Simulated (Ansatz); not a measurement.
# H5NOSi: molecular dynamics

Aim: follow the molecule's vibrations and see whether its bonds hold. The start is relaxed first. Runs: 300 steps of 1 fs at constant energy, with velocities drawn for 1500 K. SMILES of the start: N[SiH2]O.

Method: RKS PBE0/6-31G, in Ansatz 0.2.0.

### Step 1. The starting structure

Bond lengths: Si1–H2 1.460 Å, Si1–O3 1.680 Å, O3–H4 1.010 Å, Si1–H5 1.459 Å, Si1–N6 1.819 Å, N6–H7 1.060 Å, N6–H8 1.060 Å. Angles: H2–Si1–O3 109.4°, H2–Si1–H5 109.5°, H2–Si1–N6 109.5°, O3–Si1–H5 109.5°, O3–Si1–N6 109.5°, H5–Si1–N6 109.5°, Si1–O3–H4 109.5°, Si1–N6–H7 120.0°, Si1–N6–H8 120.0°, H7–N6–H8 120.0°.

As a file:

```xyz
8

Si    0.0000    0.0000    0.0000
H     0.0000    0.0000    1.4600
O     1.5842    0.0000   -0.5594
H     1.9006   -0.9521   -0.6761
H    -0.6877    1.1914   -0.4862
N    -0.8572   -1.4851   -0.6061
H    -1.3922   -2.1014    0.0704
H    -0.8219   -1.7344   -1.6357
```

### Step 2. Preparing the start

Contents of input.yaml:

```yaml
crystal:
  periodic: [false, false, false]
  atoms:
    - { symbol: Si, position_ang: [0.0, 0.0, 0.0] }
    - { symbol: H, position_ang: [0.0, 0.0, 1.46] }
    - { symbol: O, position_ang: [1.5842, 0.0, -0.5594] }
    - { symbol: H, position_ang: [1.9006, -0.9521, -0.6761] }
    - { symbol: H, position_ang: [-0.6877, 1.1914, -0.4862] }
    - { symbol: "N", position_ang: [-0.8572, -1.4851, -0.6061] }
    - { symbol: H, position_ang: [-1.3922, -2.1014, 0.0704] }
    - { symbol: H, position_ang: [-0.8219, -1.7344, -1.6357] }
basis:
  gaussian: { orbitals: "6-31G" }
hamiltonian:
  xc: pbe0
relax:
  f_tol: 0.02
  max_steps: 40
```

Command:

```sh
ansatz run input.yaml --threads 1 --pin off --max-ram 2048MiB --backend cpu --events-out ev --progress --plain --runs-dir out
```

What it wrote, shortened:

```text
Warning: RAYON_NUM_THREADS=1 ignored (pool sized by the plan → 1); use --threads N
[...]
Functional definition: PBE0
[...]
553 factors; integrals over basis functions are off by at most 1.7e-4 eV
[...]
mean field -11486.96188720 eV, -422.1380632124 hartree, gradient 2.4e-5 eV, S^2 0.000000; 0 other end points of the search recorded, 0 dependent functions left out
[...]
reference -11486.96191126 eV, -422.1380640964 hartree; 17, 17 occupied and 24, 24 virtual orbitals, 553 factors
relax step   1: F+E_penalty+E_count = -11486.96188720 eV  Δ(F+E_penalty+E_count) = +0.000e0 eV  max|allowed force component| = 2.173e0 eV/Å  Δτ_max = 0.0000 Å  (23 SCF iters, accepted)
[...]
relax step   7: F+E_penalty+E_count = -11487.45256084 eV  Δ(F+E_penalty+E_count) = -1.930e-3 eV  max|allowed force component| = 2.495e-2 eV/Å  Δτ_max = 0.0206 Å  (28 SCF iters, accepted)
[...]
relax step   8: F+E_penalty+E_count = -11487.45262641 eV  Δ(F+E_penalty+E_count) = -6.557e-5 eV  max|allowed force component| = 4.851e-3 eV/Å  Δτ_max = 0.0053 Å  (22 SCF iters, accepted)
553 factors; integrals over basis functions are off by at most 1.6e-4 eV
[...]
mean field -11487.45262641 eV, -422.1560975454 hartree, gradient 9.3e-6 eV, S^2 0.000000; 1 other end points of the search recorded, 0 dependent functions left out
[...]
reference -11487.45265033 eV, -422.1560984245 hartree; 17, 17 occupied and 24, 24 virtual orbitals, 553 factors
Total energy: -11487.45265033 eV, -422.1560984245 hartree
Atom 0 at    -0.020906    -0.087002    -0.079463 Å, force    -0.004851    -0.000523     0.001157 eV/Å
Atom 1 at    -0.066014    -0.129581     1.425228 Å, force     0.001304     0.001868    -0.000280 eV/Å
Atom 2 at     1.616750    -0.044698    -0.627520 Å, force     0.001312     0.000462    -0.001428 eV/Å
Atom 3 at     2.269317    -0.722622    -0.402687 Å, force     0.000600    -0.001818     0.000479 eV/Å
Atom 4 at    -0.571243     1.167443    -0.670484 Å, force     0.000707     0.001205     0.000806 eV/Å
Atom 5 at    -0.987078    -1.457905    -0.582134 Å, force    -0.003920     0.000095    -0.000208 eV/Å
Atom 6 at    -1.163531    -2.245844     0.019427 Å, force     0.002178    -0.001073    -0.001244 eV/Å
Atom 7 at    -1.351494    -1.561392    -1.515467 Å, force     0.002669    -0.000216     0.000719 eV/Å
Dipole moment:    -0.163154    -0.508545     0.127096 e Å
```

It took 15 s on 1 thread of Intel Xeon at 2.60GHz (Ice Lake), shared host; peak memory 0.14 GiB.

The steps of the relaxation:

| step | energy from step 1 (eV) | largest force component (eV/Å) |
| --- | --- | --- |
| 1 | 0.0000 | 2.1733 |
| 2 | -0.3390 | 1.4878 |
| 3 | -0.4373 | 0.8560 |
| 4 | -0.4761 | 0.2457 |
| 5 | -0.4875 | 0.1421 |
| 6 | -0.4887 | 0.1779 |
| 7 | -0.4907 | 0.0249 |
| 8 | -0.4907 | 0.0049 |

Step 1 is the start.

After: Bond lengths: Si1–H2 1.506 Å, Si1–O3 1.727 Å, O3–H4 0.967 Å, Si1–H5 1.492 Å, Si1–N6 1.751 Å, N6–H7 1.007 Å, N6–H8 1.007 Å. Angles: H2–Si1–O3 110.2°, H2–Si1–H5 114.1°, H2–Si1–N6 104.4°, O3–Si1–H5 101.7°, O3–Si1–N6 116.8°, H5–Si1–N6 109.9°, Si1–O3–H4 123.3°, Si1–N6–H7 122.5°, Si1–N6–H8 123.1°, H7–N6–H8 114.2°.

### Step 3. The run

300 steps of 1 fs at constant energy, with velocities drawn for 1500 K, from the relaxed start.

Contents of input.yaml:

```yaml
crystal:
  periodic: [false, false, false]
  atoms:
    - { symbol: Si, position_ang: [-0.020906, -0.087002, -0.079463] }
    - { symbol: H, position_ang: [-0.066014, -0.129581, 1.425228] }
    - { symbol: O, position_ang: [1.61675, -0.044698, -0.62752] }
    - { symbol: H, position_ang: [2.269317, -0.722622, -0.402687] }
    - { symbol: H, position_ang: [-0.571243, 1.167443, -0.670484] }
    - { symbol: "N", position_ang: [-0.987078, -1.457905, -0.582134] }
    - { symbol: H, position_ang: [-1.163531, -2.245844, 0.019427] }
    - { symbol: H, position_ang: [-1.351494, -1.561392, -1.515467] }
basis:
  gaussian: { orbitals: "6-31G" }
hamiltonian:
  xc: pbe0
md:
  timestep: 1.0
  n_steps: 300
  ensemble: nve
  temperature: 1500.0
  initial_velocities: maxwell_boltzmann
  seed: 135506
```

Command:

```sh
ansatz run input.yaml --threads 1 --pin off --max-ram 2048MiB --backend cpu --events-out ev --progress --plain --runs-dir out
```

What it wrote, shortened:

```text
Warning: RAYON_NUM_THREADS=1 ignored (pool sized by the plan → 1); use --threads N
[...]
[... 1 set-up line as earlier in the session ...]
[...]
550 factors; integrals over basis functions are off by at most 1.7e-4 eV
[...]
mean field -11487.45260737 eV, -422.1560968456 hartree, gradient 2.7e-5 eV, S^2 0.000000; 0 other end points of the search recorded, 0 dependent functions left out
[...]
reference -11487.45263140 eV, -422.1560977291 hartree; 17, 17 occupied and 24, 24 virtual orbitals, 550 factors
md step     0: t =     0.00 fs  T =  1500.0 K  F+E_penalty+E_count = -11487.45260737 eV  E_kin = 1.163340 eV  conserved = -11486.28926738 eV  (23 SCF iters)
[...]
md step    20: t =    20.00 fs  T =   627.4 K  F+E_penalty+E_count = -11486.75419597 eV  E_kin = 0.486573 eV  conserved = -11486.26762329 eV  (28 SCF iters)
[...]
md step    40: t =    40.00 fs  T =  1039.2 K  F+E_penalty+E_count = -11487.08836836 eV  E_kin = 0.805955 eV  conserved = -11486.28241365 eV  (29 SCF iters)
[...]
md step    60: t =    60.00 fs  T =   685.6 K  F+E_penalty+E_count = -11486.80174063 eV  E_kin = 0.531737 eV  conserved = -11486.27000324 eV  (27 SCF iters)
[...]
md step    80: t =    80.00 fs  T =   512.2 K  F+E_penalty+E_count = -11486.66929382 eV  E_kin = 0.397238 eV  conserved = -11486.27205565 eV  (28 SCF iters)
md step    81: t =    81.00 fs  T =   367.9 K  F+E_penalty+E_count = -11486.55230717 eV  E_kin = 0.285303 eV  conserved = -11486.26700421 eV  (28 SCF iters)
```

### Step 4. More of the same log: dynamics from the start

The log, continued, shortened:

```text
md step    82: t =    82.00 fs  T =   340.2 K  F+E_penalty+E_count = -11486.53672190 eV  E_kin = 0.263834 eV  conserved = -11486.27288830 eV  (28 SCF iters)
[...]
md step   108: t =   108.00 fs  T =  1057.7 K  F+E_penalty+E_count = -11487.10475792 eV  E_kin = 0.820296 eV  conserved = -11486.28446158 eV  (24 SCF iters)
[...]
md step   134: t =   134.00 fs  T =  1055.5 K  F+E_penalty+E_count = -11487.10304582 eV  E_kin = 0.818606 eV  conserved = -11486.28444029 eV  (27 SCF iters)
[...]
md step   160: t =   160.00 fs  T =   425.9 K  F+E_penalty+E_count = -11486.60052798 eV  E_kin = 0.330303 eV  conserved = -11486.27022470 eV  (28 SCF iters)
[...]
md step   184: t =   184.00 fs  T =  1026.0 K  F+E_penalty+E_count = -11487.06795138 eV  E_kin = 0.795723 eV  conserved = -11486.27222847 eV  (28 SCF iters)
md step   185: t =   185.00 fs  T =  1007.1 K  F+E_penalty+E_count = -11487.05358951 eV  E_kin = 0.781062 eV  conserved = -11486.27252766 eV  (27 SCF iters)
```

### Step 5. More of the same log: dynamics from the start

The log, continued, shortened:

```text
md step   186: t =   186.00 fs  T =  1015.5 K  F+E_penalty+E_count = -11487.06498801 eV  E_kin = 0.787548 eV  conserved = -11486.27743963 eV  (28 SCF iters)
[...]
md step   207: t =   207.00 fs  T =   527.1 K  F+E_penalty+E_count = -11486.67554693 eV  E_kin = 0.408821 eV  conserved = -11486.26672614 eV  (28 SCF iters)
[...]
md step   228: t =   228.00 fs  T =   417.3 K  F+E_penalty+E_count = -11486.59115405 eV  E_kin = 0.323654 eV  conserved = -11486.26749973 eV  (29 SCF iters)
[...]
md step   249: t =   249.00 fs  T =   607.9 K  F+E_penalty+E_count = -11486.74860529 eV  E_kin = 0.471449 eV  conserved = -11486.27715653 eV  (28 SCF iters)
[...]
md step   299: t =   299.00 fs  T =   439.5 K  F+E_penalty+E_count = -11486.61084546 eV  E_kin = 0.340822 eV  conserved = -11486.27002396 eV  (28 SCF iters)
[...]
md step   300: t =   300.00 fs  T =   543.7 K  F+E_penalty+E_count = -11486.69824141 eV  E_kin = 0.421645 eV  conserved = -11486.27659691 eV  (25 SCF iters)
Total energy: -11486.69826479 eV, -422.1283752675 hartree
Atom 0 at    -0.044785    -0.088310    -0.116043 Å, force     1.500476     2.740210    -0.548011 eV/Å
Atom 1 at    -0.200767     0.105395     1.478264 Å, force    -0.114215    -0.120941    -1.551652 eV/Å
Atom 2 at     1.614459    -0.033489    -0.599804 Å, force     0.038623    -0.249704     0.150664 eV/Å
Atom 3 at     2.301674    -0.684305    -0.738202 Å, force     0.182446    -0.491280     0.304299 eV/Å
Atom 4 at    -0.166233     1.179658    -1.146832 Å, force    -0.939591    -1.025634     1.497140 eV/Å
Atom 5 at    -0.947860    -1.489697    -0.504926 Å, force    -0.831162    -0.820522     0.069578 eV/Å
Atom 6 at    -1.650008    -1.798653     0.139808 Å, force    -0.092984    -0.260938     0.397576 eV/Å
Atom 7 at    -1.010912    -1.993778    -1.370607 Å, force     0.256408     0.228809    -0.319594 eV/Å
Dipole moment:    -0.306352    -0.592928     0.021697 e Å
```

Wall time 7.1 min (1 thread of Intel Xeon at 2.60GHz (Ice Lake), shared host); peak memory 0.11 GiB.

### Step 6. What the atoms did

The trajectory, every 22 steps (energies from step 0):

| time (fs) | T (K) | potential energy change (meV/atom) | total energy change (meV/atom) |
| --- | --- | --- | --- |
| 0.0 | 1500 | 0.0 | 0.00 |
| 22.0 | 730 | 76.2 | 1.52 |
| 44.0 | 558 | 93.7 | 2.38 |
| 66.0 | 468 | 102.2 | 2.08 |
| 88.0 | 838 | 65.6 | 1.43 |
| 110.0 | 1045 | 45.8 | 1.74 |
| 132.0 | 972 | 53.0 | 1.79 |
| 154.0 | 454 | 103.6 | 2.28 |
| 176.0 | 483 | 101.5 | 2.96 |
| 198.0 | 740 | 76.7 | 2.97 |
| 220.0 | 532 | 96.3 | 2.44 |
| 242.0 | 929 | 56.9 | 1.53 |
| 264.0 | 875 | 61.7 | 1.15 |
| 286.0 | 835 | 66.4 | 1.91 |
| 300.0 | 544 | 94.3 | 1.58 |

time (fs), T (K) and a bar:
```
      0.0       1500 ##############################
     13.0        557 ##
     26.0        699 ######
     39.0       1016 ################
     52.0        790 #########
     65.0        549 ##
     78.0        783 #########
     91.0        950 ##############
    104.0        644 ####
    117.0       1013 ###############
    130.0        753 ########
    143.0        736 #######
    157.0        495 
    170.0        844 ##########
    183.0       1076 #################
    196.0        846 ##########
    209.0        763 ########
    222.0        504 
    235.0        814 ##########
    248.0        644 ####
    261.0        850 ###########
    274.0        951 ##############
    287.0        971 ##############
    300.0        544 #
```

Maxima of the velocity power spectrum (cm⁻¹, relative height; resolution about 220 cm⁻¹): 250 (59), 580 (38), 920 (100), 1640 (8), 2170 (70), 3840 (22).

### Step 7. Frames from the trajectory

Positions (Å) and forces (eV/Å):

```xyz
8
time_fs=38.0 T=844 dE=0.5226
Si   -0.037   -0.101   -0.141    0.417    1.534    0.648
H     0.024   -0.073    1.459   -0.166   -0.013   -1.546
O     1.749   -0.033   -0.481   -1.813   -0.557   -0.487
H     1.925   -0.169   -1.439    0.329    0.134    0.324
H    -0.656    1.251   -0.825    0.532   -1.505    0.666
N    -1.055   -1.491   -0.567   -0.398    0.834   -0.949
H    -1.129   -2.166    0.147    0.000   -1.080    0.851
H    -1.755   -1.660   -1.306    1.099    0.653    0.493
8
time_fs=75.0 T=770 dE=0.5841
Si   -0.083   -0.002   -0.074    2.321   -2.283   -1.571
H    -0.064    0.509    1.269   -0.149   -0.019    1.389
O     1.625   -0.260   -0.591   -0.695    0.538    0.382
H     2.241    0.473   -0.815   -0.553   -0.436    0.263
H    -0.663    0.945   -0.919   -1.187    1.799   -1.298
N    -0.899   -1.488   -0.564    1.732   -1.186    1.935
H    -0.502   -2.425   -0.369   -0.372    1.171    0.122
H    -1.533   -1.546   -1.305   -1.096    0.415   -1.222
8
time_fs=112.0 T=815 dE=0.5461
Si   -0.067   -0.012   -0.121    0.475    0.920    0.328
H     0.093    0.195    1.496   -0.592   -0.105   -1.602
O     1.582   -0.168   -0.610   -0.676    0.575   -0.682
H     2.388   -0.445   -0.185    0.206   -0.081    0.458
H    -0.785    1.179   -0.989    0.878   -1.338    1.159
N    -0.891   -1.492   -0.526    0.524   -1.588    1.342
H    -0.580   -2.383   -0.082   -0.378    1.211   -0.402
H    -1.506   -1.695   -1.280   -0.436    0.407   -0.602
8
time_fs=150.0 T=816 dE=0.5448
Si    0.001   -0.122   -0.186    0.084   -0.226   -0.305
H     0.039   -0.031    1.268   -0.513    0.102    0.860
O     1.633    0.022   -0.512    1.308   -0.258   -0.567
H     2.449   -0.391   -0.806   -0.417   -0.085    0.084
H    -0.526    0.967   -0.959   -0.566    1.111   -0.526
N    -1.052   -1.481   -0.474   -0.455   -0.548   -2.407
H    -1.308   -1.913    0.372   -0.576   -1.210    0.831
H    -1.494   -1.885   -1.358    1.135    1.114    2.031
8
time_fs=188.0 T=806 dE=0.5509
Si   -0.080   -0.038   -0.140    2.029    0.754   -1.672
H     0.132    0.538    1.306   -0.874   -0.634   -1.002
O     1.678   -0.125   -0.497   -0.776    0.023    0.429
H     1.984   -0.057   -1.418   -0.148   -0.123    0.108
H    -0.513    0.837   -1.394   -0.225   -0.228    1.265
N    -0.957   -1.525   -0.496    0.997   -0.025    2.870
H    -0.869   -2.316    0.172   -0.470    0.681   -1.281
H    -1.380   -1.648   -1.379   -0.533   -0.447   -0.717
8
time_fs=225.0 T=656 dE=0.6665
Si   -0.129    0.052   -0.172    2.013   -0.376   -1.321
H     0.236    0.372    1.243   -0.831    0.285    0.222
O     1.650   -0.269   -0.459   -1.630    0.535    0.367
H     2.095   -0.204   -1.310   -0.085   -0.083   -0.471
H    -0.813    1.167   -1.089    0.456   -0.871    0.933
N    -0.840   -1.537   -0.523    2.879    0.501    1.316
H    -0.196   -2.283   -0.192   -1.103    0.504   -0.582
H    -1.761   -1.772   -0.718   -1.699   -0.496   -0.465
8
time_fs=262.0 T=809 dE=0.5526
Si   -0.098   -0.002   -0.153    3.401   -2.263    0.789
H     0.056    0.398    1.260   -0.508    0.225    0.455
O     1.662   -0.132   -0.512   -0.769   -0.532   -0.025
H     2.069   -0.944   -0.889   -0.448    0.618    0.156
H    -0.592    0.931   -1.041   -1.386    1.935   -1.445
N    -0.892   -1.523   -0.504   -1.930    1.614   -0.864
H    -0.517   -2.410   -0.372    0.756   -1.666    0.564
H    -1.804   -1.542   -0.981    0.884    0.069    0.368
8
time_fs=300.0 T=544 dE=0.7544
Si   -0.045   -0.088   -0.116    1.500    2.740   -0.548
H    -0.201    0.105    1.478   -0.114   -0.121   -1.552
O     1.615   -0.034   -0.600    0.039   -0.250    0.151
H     2.302   -0.684   -0.738    0.182   -0.491    0.304
H    -0.166    1.180   -1.147   -0.940   -1.026    1.497
N    -0.948   -1.490   -0.505   -0.831   -0.821    0.070
H    -1.650   -1.799    0.140   -0.093   -0.261    0.398
H    -1.011   -1.994   -1.371    0.256    0.229   -0.320
```

### Step 8. What came out

```
                          quantity                           value
           relaxation of the start         7 moves, 0.491 eV lower
                            length               300 steps of 1 fs
  temperature, first and last step                  1500 and 544 K
          temperature, second half  mean 730 K, from 318 to 1090 K
     potential energy, second half     +76 meV/atom from the start
largest change of the total energy                   3.81 meV/atom
            bonds formed or broken                               0
```

What this shows: The temperature starts at 1500 K and averages 730 K in the second half, where it ranges from 318 to 1090 K; a mean near half the start is what vibrations about a minimum give, since they share energy equally between motion and strain. The total energy strays from its start by at most 3.81 meV/atom, 5.2 % of the mean kinetic energy, which is poor: the step of 1 fs is too long for the fastest motion. The bonding pattern survives the run. 300 fs on 8 atoms is far too short and small for converged averages. The nuclei move classically, without zero-point motion, which matters most for hydrogen. The basis is very small, so the numbers are rough.
